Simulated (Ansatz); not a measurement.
Diamond-structure Si was calculated with LDA (Ansatz, an electronic-structure program, PAW).

Settings: plane-wave cutoff 520 eV, 12×12×12 k mesh, perturbation theory, scalar-relativistic PAW data made under PBE.

Computed at the level's own relaxed cell.

Si is modelled in the cubic space group Fd-3m, origin choice 1 (No. 227), the diamond structure, Pearson symbol cF8. Cell: a = b = c = 5.4019 Å, α = β = γ = 90.00°. Si on 8a is surrounded by 4 Si at 2.339 Å (tetrahedral). (Neighbours: up to the widest gap in distance over summed covalent radii, below 1.35, at either atom.)
(The calculation used a cell of 2 atoms; values per cell refer to that cell.)

Harmonic phonon frequencies (cm⁻¹; i marks an imaginary mode):

| q point | frequencies |
|---|---|
| Γ | … |
| X | 136 136 408 408 461 461 |
| L | … |
| W | 197 197 352 352 466 466 |

**Question.** Fill in the missing entries.

**Answer.** 
- Γ, frequencies: 0 0 0 513 513 513
- L, frequencies: 105 105 372 412 489 489

Measured, for comparison: zone-centre TO phonon frequency 525 cm⁻¹ (low temperature, not corrected to a static lattice; as tabulated in Tanner et al. (2021), arXiv:2110.11888). Computed less measured: zone-centre TO phonon frequency -2.3 %.

No imaginary mode appears at these points.
